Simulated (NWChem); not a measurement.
**One shape, several levels: CHF2 (difluoromethyl radical)**

We compute a comparison of 6 runs (UHF/def2-SVP, UHF/def2-TZVP, UHF/def2-TZVPP, UPBE0/pcseg-1, UPBE0/pcseg-0, UPBE0/pcseg-2) of CHF2 (difluoromethyl radical). 

The calculation is run with NWChem 7.3.0.

## Step 1: The structure to begin with

CHF2: 4 atoms, total charge 0, spin state doublet. As SMILES, `F[CH]F`. The coordinates come from a PBE0-D4/def2-TZVP relaxation.

Bond lengths: F1–C2 1.321 Å, C2–F3 1.321 Å, C2–H4 1.090 Å. Angles: F1–C2–F3 111.3°, F1–C2–H4 114.3°, F3–C2–H4 114.3°.

## Step 2: The charge distribution at UHF/def2-SVP (run 1)

Input file run.nw:

```
start run
title "CHF2"
memory 2200 mb
charge 0

geometry units angstroms noautosym nocenter noautoz
  F     -1.208200     0.264600    -0.141700
  C      0.038600     0.063400     0.244400
  F      0.433100    -1.166800    -0.029600
  H      0.736500     0.838700    -0.073100
end

basis spherical bse
  * library def2-SVP
end

scf
  doublet
  uhf
  thresh 1e-08
  maxiter 80
  noprint "final vectors analysis"
end

property
  dipole
  quadrupole
  mulliken
end

task scf property
```

The run is started by

```bash
$ nwchem run.nw > run.out
```

What it wrote:

```text
[...]
  functions       =    47
[...]
  wavefunction    = UHF
[...]
         Total SCF energy =   -237.076265140881
      One electron energy =   -469.723764421956
      Two electron energy =    162.109225837946
 Nuclear repulsion energy =     70.538273443128
                       Sz =      0.5000
                 Sz(Sz+1) =      0.7500
                      S^2 =      0.7554
[...]
   Dipole moment        1.7375518511 Debye(s)
             DMX        1.1299225617 DMXEFC        0.0000000000
             DMY        1.3090132591 DMYEFC        0.0000000000
             DMZ        0.1698403001 DMZEFC        0.0000000000
   -EFC- dipole         0.0000000000 DEBYE(S)
   Total dipole         1.7375518511 DEBYE(S)
[...]
```

Run time: 1.6 s. Hardware: 1 thread of AMD EPYC 9R45 (Zen 5), shared host; peak memory 0.099 GiB.

Atomic charges (e):

| atom | Mulliken |
| --- | --- |
| F1 | -0.300 |
| C2 | +0.550 |
| F3 | -0.300 |
| H4 | +0.050 |

## Step 3: The charge distribution at UHF/def2-TZVP (run 2)

Input file chf2.xyz:

```xyz
4

F     -1.208200     0.264600    -0.141700
C      0.038600     0.063400     0.244400
F      0.433100    -1.166800    -0.029600
H      0.736500     0.838700    -0.073100
```

Input file chf2.nw:

```
start chf2
memory total 2200 mb

geometry noautosym nocenter noautoz
 load format xyz chf2.xyz
end

basis spherical bse
 * library def2-TZVP
end

scf
 nopen 1
 uhf
 thresh 1e-08
 maxiter 80
 noprint "final vectors analysis"
end

property
 dipole
 quadrupole
 mulliken
end

task scf property
```

The run is started by

```bash
$ nwchem chf2.nw > chf2.out
```

What it wrote:

```text
[...]
  functions       =    99
[...]
  wavefunction    = UHF
[...]
         Total SCF energy =   -237.374177739972
      One electron energy =   -470.141313226185
      Two electron energy =    162.228862043086
 Nuclear repulsion energy =     70.538273443128
                       Sz =      0.5000
                 Sz(Sz+1) =      0.7500
                      S^2 =      0.7560
[...]
   Dipole moment        1.6363366235 Debye(s)
             DMX        1.0710175803 DMXEFC        0.0000000000
             DMY        1.2344960534 DMYEFC        0.0000000000
             DMZ        0.0808602624 DMZEFC        0.0000000000
   -EFC- dipole         0.0000000000 DEBYE(S)
   Total dipole         1.6363366235 DEBYE(S)
[...]
```

Wall time 13 s (1 thread of AMD EPYC 9R45 (Zen 5), shared host); peak memory 0.11 GiB.

Atomic charges (e):

```csv
atom,Mulliken
F1,-0.248
C2,+0.376
F3,-0.248
H4,+0.119
```

## Step 4: The charge distribution at UHF/def2-TZVPP (run 3)

Input file chf2.nw:

```
start chf2
memory total 2200 mb
charge 0

geometry units angstrom noautosym nocenter noautoz
 F       -1.208200       0.264600      -0.141700
 C        0.038600       0.063400       0.244400
 F        0.433100      -1.166800      -0.029600
 H        0.736500       0.838700      -0.073100
end

basis spherical bse
 * library def2-TZVPP
end

scf
 doublet
 uhf
 thresh 1e-08
 maxiter 80
 noprint "final vectors analysis"
end

property
 dipole
 quadrupole
 mulliken
end

task scf property
```

The run is started by

```bash
$ nwchem chf2.nw > chf2.out
```

What it wrote:

```text
[...]
  functions       =   107
[...]
  wavefunction    = UHF
[...]
         Total SCF energy =   -237.374616036287
      One electron energy =   -470.143031040284
      Two electron energy =    162.230141560869
 Nuclear repulsion energy =     70.538273443128
                       Sz =      0.5000
                 Sz(Sz+1) =      0.7500
                      S^2 =      0.7561
[...]
   Dipole moment        1.6361483235 Debye(s)
             DMX        1.0705533264 DMXEFC        0.0000000000
             DMY        1.2343316068 DMYEFC        0.0000000000
             DMZ        0.0855710012 DMZEFC        0.0000000000
   -EFC- dipole         0.0000000000 DEBYE(S)
   Total dipole         1.6361483235 DEBYE(S)
[...]
```

It took 16 s on 1 thread of AMD EPYC 9R45 (Zen 5), shared host; peak memory 0.1 GiB.

Atomic charges (e):

```csv
atom,Mulliken
F1,-0.247
C2,+0.420
F3,-0.247
H4,+0.074
```

Runs 4 to 5 aren't shown in full; the table further down has their settings and results.

## Step 5: The response to a field at UPBE0/pcseg-2 (run 6)

Input file calc.nw:

```
start calc
memory stack 880 mb heap 220 mb global 1100 mb

geometry units au noautosym nocenter noautoz
F     -2.28316710     0.50002153    -0.26777419
C      0.07294343     0.11980864     0.46184906
F      0.81844038    -2.20493244    -0.05593589
H      1.39178329     1.58491330    -0.13813898
end

basis spherical bse
* library pcseg-2
end

dft
xc pbe0
mult 2
grid fine
convergence energy 1e-08
maxiter 100
mulliken
noprint "final vectors analysis"
end

property
response 1 0
end

task dft property
```

The run is started by

```bash
$ nwchem calc.nw > calc.out
```

What it wrote:

```text
[...]
          Wavefunction type:  spin polarized.
          No. of atoms     :     4
          No. of electrons :    25
[...]
          Charge           :     0
          Spin multiplicity:     2
[...]
          AO basis - number of functions:   104
[...]
              XC Information
              --------------
                         PBE0 Method XC Functional
                     Hartree-Fock (Exact) Exchange  0.250
          PerdewBurkeErnzerhof Exchange Functional  0.750
            Perdew 1991 LDA Correlation Functional  1.000 local
           PerdewBurkeErnz. Correlation Functional  1.000 non-local
[...]
 d= 0,ls=0.0,diis     1   -238.0917611734 -3.09D+02  5.04D-03  2.30D-01     1.3
[...]
 d= 0,ls=0.0,diis    10   -238.1850645013 -4.94D-09  3.96D-07  4.66D-09    11.4
[...]
         Total DFT energy =     -238.185064501282
      One electron energy =     -470.071177304922
           Coulomb energy =      187.806157027550
    Exchange-Corr. energy =      -26.458312707512
 Nuclear repulsion energy =       70.538268483602
[...]
      Total Density - Mulliken Population Analysis
     ---------------------------------------------
    Atom       Charge   Shell Charges
 -----------   ------   -------------------------------------------------------
    1 F    9     9.23   2.00  0.64  0.95  0.33  2.37  2.24  0.67  0.00  0.02  0.00
    2 C    6     5.58   2.00  0.54  0.50  0.12  1.23  0.93  0.10  0.02  0.13  0.01
    3 F    9     9.23   2.00  0.64  0.95  0.33  2.37  2.24  0.67  0.00  0.02  0.00
    4 H    1     0.96   0.43  0.45  0.04  0.01  0.03  0.00
[...]
      <S2> =      0.7525 (Exact =     0.7500)
[...]
 Anisotropic =       3.9670488
[...]
```

It took 40 s on 1 thread of AMD EPYC 9R45 (Zen 5), shared host; peak memory 0.12 GiB.

## Step 6: Overview of the runs

```csv
run,level,task,iteration cap,energy (Eh),dipole moment (D),⟨S²⟩,wall time
1,UHF/def2-SVP,properties,80,-237.076265,1.74,0.755,1.6 s
2,UHF/def2-TZVP,properties,80,-237.374178,1.64,0.756,13 s
3,UHF/def2-TZVPP,properties,80,-237.374616,1.64,0.756,16 s
4,UPBE0/pcseg-1,polarizability,100,-238.031782,–,0.752,7.8 s
5,UPBE0/pcseg-0,polarizability,100,-237.389579,1.62,0.751,3.9 s
6,UPBE0/pcseg-2,polarizability,100,-238.185065,1.37,0.752,40 s
```

## Step 7: Results

| quantity | value |
| --- | --- |
| run 6: total energy | -238.18506 Eh |
| run 6: dipole moment | 1.37 D |
| run 6: ⟨S²⟩ | 0.752 |
| run 6: mean static polarisability | 14.4 bohr³ |

Over runs 1, 2, 3, 5, 6 the dipole moment (its size) runs from 1.37 D (UPBE0/pcseg-2) to 1.74 D (UHF/def2-SVP). The two ends differ in method and basis. All runs together took 82 s, the longest 40 s.
